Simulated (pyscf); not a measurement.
H₂P–GeH: (SMILES [PH2][GeH]) [singlet] + H₂ (SMILES [H][H]) → PH₃ (SMILES P) + GeH₂ (SMILES [GeH2]) [singlet] (four-centre exchange; singlet surface; Ge–P, H–H broken, H–P, Ge–H formed). Optimised with ωB97X-D3(BJ)/def2-SVP in PySCF. Energies in eV from the separated reactants.

```
level                   barrier  reaction energy
----------------------  -------  ---------------
ωB97X-D3(BJ)/def2-TZVP     0.85            +0.55
PBE/def2-TZVP              0.50            +0.54
r²SCAN/def2-TZVP           0.55            +0.55
B3LYP-D3(BJ)/def2-TZVP     0.75            +0.45
PBE0-D3(BJ)/def2-TZVP      0.56            +0.49
M06-2X/def2-TZVP           0.86            +0.47
```

On the product side the descent ends in a complex, 0.34 eV under the separated species and 0.64 eV under the saddle at ωB97X-D3(BJ)/def2-TZVP. At PBE the saddle lies under the separated products, which points to a path from their complex (located at ωB97X-D3(BJ) alone), and parting the products costs more than the saddle. One saddle was located; it need not be the lowest between these sides. Elements up to Kr have no core potential and no relativistic terms here.
